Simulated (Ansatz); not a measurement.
# One shape, several levels: C2HF (fluoroacetylene)

Wanted: a comparison of 6 runs (PBE0/STO-3G, r2SCAN/STO-3G, r2SCAN0/STO-3G, wB97X/STO-3G, RPA@PBE/STO-3G, CCSD(T)/STO-3G) of C2HF (fluoroacetylene). 

The calculation is run with Ansatz 0.2.0.

49 further runs of the same task are left out: 5 that didn't finish, 44 set aside as unsound or not needed.

### 1 Starting point

C2HF has 4 atoms, charge 0, and is taken as a singlet. As SMILES, `C#CF`. The H4–C1 distance was set to 2.126 Å, away from the relaxed value. At this shape a bond of the SMILES string is far longer than usual.

Bond lengths: C1–C2 1.192 Å, C2–F3 1.270 Å. Angles: C1–C2–F3 180.0°.

### 2 The energy at PBE0/STO-3G (run 1)

job.yaml

```yaml
crystal:
  periodic: [false, false, false]
  atoms:
    - {symbol: C, position_ang: [0.230751, -0.290496, 0.185434]}
    - {symbol: C, position_ang: [0.895051, -1.124446, 0.719464]}
    - {symbol: F, position_ang: [1.602381, -2.012616, 1.287954]}
    - {symbol: H, position_ang: [-0.952830, 1.196740, -0.765890]}
basis:
  gaussian: {orbitals: STO-3G}
total_charge: 0
hamiltonian: {xc: pbe0}
accuracy: high
```

Command:

```
ansatz run job.yaml --threads 1 --pin off --max-ram 3480MiB --events-out events.jsonl --progress --plain --runs-dir runs
```

Output:

```text
Warning: RAYON_NUM_THREADS=1 ignored (pool sized by the plan → 1); use --threads N
Functional definition: PBE0
  name "PBE0"
  parameter a = 0.25
  parameter kappa = 0.804
  parameter beta = 0.06672455060314922
  exchange = (1 - a)*pbe_x(kappa = kappa, mu = beta*pi^2/3) + a*exact_x
  correlation = pbe_c(beta = beta)
270 factors; integrals over basis functions are off by at most 4.2e-8 eV
mean field evaluation 1: about -4724.3657 eV, gradient 3.0e1 eV
mean field evaluation 2: about -4707.2173 eV, gradient 7.1e1 eV
mean field evaluation 4: about -4727.6785 eV, gradient 4.7e0 eV
mean field evaluation 8: about -4727.7161 eV, gradient 1.7e-1 eV
mean field evaluation 16: about -4727.7162 eV, gradient 2.0e-6 eV
mean field -4727.71622679 eV, -173.7403667735 hartree, gradient 2.2e-8 eV, S^2 0.000000; 0 other end points of the search recorded, 0 dependent functions left out
reference -4727.71622783 eV, -173.7403668115 hartree; 11, 11 occupied and 5, 5 virtual orbitals, 270 factors
Total energy: -4727.71622783 eV, -173.7403668115 hartree
```

Run time: 0.83 s. Hardware: 1 thread of Intel Xeon Platinum 8259CL at 2.50GHz (Skylake/Cascade Lake), shared host.

### 3 A single-point energy at r2SCAN/STO-3G (run 2)

run.yaml

```yaml
basis:
  gaussian:
    orbitals: STO-3G
crystal:
  periodic: [false, false, false]
  atoms:
    - {symbol: C, position_ang: [0.230751, -0.290496, 0.185434]}
    - {symbol: C, position_ang: [0.895051, -1.124446, 0.719464]}
    - {symbol: F, position_ang: [1.602381, -2.012616, 1.287954]}
    - {symbol: H, position_ang: [-0.952830, 1.196740, -0.765890]}
total_charge: 0
magnetization:
  spin_polarized: false
hamiltonian:
  xc: r2scan
accuracy: high
```

Command:

```
ansatz run run.yaml --threads 1 --pin off --max-ram 3480MiB --events-out events.jsonl --progress --plain --runs-dir runs
```

Output:

```text
Warning: RAYON_NUM_THREADS=1 ignored (pool sized by the plan → 1); use --threads N
Functional definition: r2SCAN
  name "r2SCAN"
  parameter k0 = 0.174
  parameter k1 = 0.065
  parameter a1 = 4.9479
  exchange = r2scan_x(k0 = k0, k1 = k1, a1 = a1)
  correlation = r2scan_c
270 factors; integrals over basis functions are off by at most 4.2e-8 eV
mean field evaluation 1: about -4726.8312 eV, gradient 3.4e1 eV
mean field evaluation 2: about -4699.2191 eV, gradient 8.2e1 eV
mean field evaluation 4: about -4729.9407 eV, gradient 1.4e1 eV
mean field evaluation 8: about -4730.8186 eV, gradient 3.2e-2 eV
mean field evaluation 16: about -4730.7002 eV, gradient 1.4e-4 eV
mean field -4730.70017636 eV, -173.8500248974 hartree, gradient 3.6e-8 eV, S^2 0.000000; 0 other end points of the search recorded, 0 dependent functions left out
reference -4730.70017663 eV, -173.8500249074 hartree; 11, 11 occupied and 5, 5 virtual orbitals, 270 factors
Total energy: -4730.70017663 eV, -173.8500249074 hartree
```

Wall time 2.3 s (1 thread of Intel Xeon Platinum 8259CL at 2.50GHz (Skylake/Cascade Lake), shared host); peak memory 0.14 GiB.

Runs 3 to 5 aren't shown in full; the table further down has their settings and results.

### 4 The energy at CCSD(T)/STO-3G (run 6)

job.yaml

```yaml
crystal:
  periodic: [false, false, false]
  atoms:
    - symbol: C
      position_ang: [0.230751, -0.290496, 0.185434]
    - symbol: C
      position_ang: [0.895051, -1.124446, 0.719464]
    - symbol: F
      position_ang: [1.602381, -2.012616, 1.287954]
    - symbol: H
      position_ang: [-0.952830, 1.196740, -0.765890]
basis:
  gaussian: {orbitals: STO-3G}
total_charge: 0
correlation: {method: ccsd_t, frozen_orbitals: {C: 1, F: 1, H: 0}}
accuracy: high
scf: {omitted_lower_state_checks: [cluster_reference, increment]}
```

Command:

```
ansatz run job.yaml --threads 1 --pin off --max-ram 3480MiB --events-out events.jsonl --progress --plain --runs-dir runs
```

Output:

```text
Warning: RAYON_NUM_THREADS=1 ignored (pool sized by the plan → 1); use --threads N
[... 11 lines left out ...]
3 core orbitals not correlated: weight in the atoms' cores, before any rotation towards them, 1.000 or more for the frozen orbitals, at most 0.000 for the correlated occupied ones
[... 31 lines left out ...]
WARN: these amplitudes may be one of several solutions (largest doubles amplitude 0.46, level shift 4.88 eV)
Total energy: -4715.69327240 eV, -173.2985313490 hartree
Checks for a lower state left out: cluster_reference, increment
```

Run time: 0.2 s. Hardware: 1 thread of Intel Xeon Platinum 8259CL at 2.50GHz (Skylake/Cascade Lake), shared host.

### 5 The series

```csv
run,level,frozen core orbitals,energy (Eh),wall time
1,PBE0/STO-3G,–,-173.740367,0.83 s
2,r2SCAN/STO-3G,–,-173.850025,2.3 s
3,r2SCAN0/STO-3G,–,-173.819608,1.7 s
4,wB97X/STO-3G,–,-173.873421,3.9 s
5,RPA@PBE/STO-3G,3,-173.346018,1.5 s
6,CCSD(T)/STO-3G,3,-173.298531,0.2 s
```

### 6 Outcome

| quantity | value |
| --- | --- |
| run 6: total energy | -173.29853 Eh |
| run 6: correlation energy (3 core orbitals frozen) | -283.7 mEh |
| run 6: (T) correction | -7.56 mEh |
| run 6: T1 diagnostic | 0.023 |

In words: Totals of different functionals can't be ranked against each other. In runs 5, 6 the log says that unrestricted orbitals would lower the reference, so the values rest on an unstable closed-shell determinant (other closed-shell runs at this shape may share the fault). In runs 1, 2, 3, 4, 5, 6 the basis is minimal, so the values are rough. In runs 1, 2, 3, 4, 5, 6 a closed-shell determinant meets a far-stretched bond, which it describes badly. All runs together took 10 s, the longest 3.9 s.
